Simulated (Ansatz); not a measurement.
# Rock-salt TiC

Computed with PBEsol (PAW; Ansatz, a first-principles code).

Settings: plane-wave cutoff 520 eV, 16×16×16 k mesh, Fermi–Dirac smearing 0.1 eV, perturbation theory, force constants from a 4×4×4 q mesh, no spin polarisation, scalar-relativistic PAW data made under PBE.

Cell: relaxed at this level.

TO(Γ) frequency: 542 cm⁻¹
zero-point energy: 0.085 eV/atom

The result took around 8 core-minutes (rough).
